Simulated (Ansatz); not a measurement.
**Isomers**

Structures of CH$_{3}$OSi (charge -1), closed shell, relaxed at PBE0-D4/def2-TZVPD (vibrations not checked; lower isomers may exist, and structures with a doubtful reference or unclear bonds are left out). Program: Ansatz 0.2.0. Basis: def2-TZVPPD. Cores are frozen in the correlated methods. B3LYP uses VWN-RPA correlation.

(1) Rank them by CCSD(T) energy, lowest first, and give each one's height above the lowest. Links in brackets join atoms within 1.22 times the sum of their covalent radii (1.1 for two metals). (An estimate is asked for; the value comes from the calculation.)
A.
CH₃OSi ([CH2]1[O][SiH]1), total charge -1
```
6
angstrom
C 0.0177 -0.1837 -0.6131
O -0.9854 -0.5632 0.3247
Si -0.3693 1.0294 0.7827
H -0.3616 -0.0370 -1.6314
H 0.9004 -0.8332 -0.5950
H 0.7982 0.5876 1.7321
```
B.
CH₃OSi ([CH3][Si][O]), total charge -1
```
6
angstrom
C -0.3738 0.5658 -0.6042
Si 0.1489 -0.3842 1.0385
O 0.5138 -1.8491 0.6313
H -0.7458 -0.1312 -1.3654
H -1.1241 1.3439 -0.4099
H 0.5195 1.0685 -1.0051
```
C.
CH₃OSi ([CH2][SiH][O]), total charge -1
```
6
angstrom
C -0.4913 0.3722 -0.7115
Si 0.3801 -0.4212 0.5538
O 0.6261 -1.9033 0.9410
H -1.0525 -0.1173 -1.5022
H -0.4895 1.4604 -0.7351
H 1.0271 0.6093 1.4539
```
D.
CH₃OSi ([OH][CH][SiH]), total charge -1
```
6
angstrom
O -0.4051 -1.7712 0.8574
C -0.3687 -0.7924 -0.1427
Si 0.0579 0.9193 -0.0016
H -0.6592 -1.2596 -1.0875
H -0.1400 -1.2871 1.6494
H 0.3278 0.8037 1.5448
```

(2) Do PBE-D4, r2SCAN-D4, PBE0-D4, B3LYP-D4, wB97M-V, HF, MP2 give the same order? (A judgement: the text doesn't fix the answer.)

The T1 diagnostic stays at or below 0.021. The restricted Hartree–Fock reference is unstable towards an unrestricted one at one or more of these structures.

For scale, one of the runs: CCSD(T)/def2-TZVPPD, 176 basis functions, launched by `ansatz run in.yaml --threads 2 --pin off --events-out ev --progress --plain --max-ram 4352MiB`. Time: 27 s of wall clock on 2 CPU threads of an Arm Neoverse V2; the host was shared. Peak host memory: 1.6 GiB.

Results:

(1) The calculation gives: B (0.0 kJ/mol), C (13.6 kJ/mol), A (144.8 kJ/mol), D (219.1 kJ/mol). Heights count from the lowest.

(2) The calculation gives: All do.
